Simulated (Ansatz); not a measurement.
A made-up structure of BNH₃S, doublet:

| atom | x (Å) | y (Å) | z (Å) |
| --- | --- | --- | --- |
| N1 | -0.4288 | 0.0080 | -0.6660 |
| B2 | 0.3500 | -0.1114 | 0.4819 |
| S3 | 0.6417 | 1.1648 | 1.6952 |
| H4 | -0.5483 | -0.7562 | -1.3067 |
| H5 | 0.4939 | -0.8307 | -0.4038 |
| H6 | 0.9021 | -1.1502 | 0.7280 |

It is relaxed with PBE-D4/def2-SVP and then PBE0-D4/def2-TZVP (Ansatz 0.2.0). Atoms count as bonded within 1.22 times the sum of their covalent radii (H–H: 0.88 Å). The end point is not checked to be a true minimum.

Question: Does its bonding change? (Judge from chemistry; the calculation decides.)

Answer: The calculation gives: Yes. Formed: N1–H5; broken: B2–H5.

Where it ends: The first stage lowers the energy by 3.68 eV in 15 steps. It ends as BNH₃S ([NH2][BH][S]):
```
6
angstrom
N -0.0183 -0.4599 -0.6404
B 0.5006 -0.2248 0.6299
S -0.0413 1.0340 1.7735
H -0.7683 0.0689 -1.0500
H 0.3380 -1.1897 -1.2314
H 1.4000 -0.9042 1.0470
```

Labels in which every atom is bracketed show which atoms are joined, not bond orders.

For scale, one of the runs: PBE0-D4/def2-TZVP relaxation, 117 basis functions, launched by `ansatz run in.yaml --threads 2 --pin off --events-out ev --progress --plain --max-ram 4352MiB`. The run took about 20 s on 2 CPU threads of an Arm Neoverse V2 (shared host).
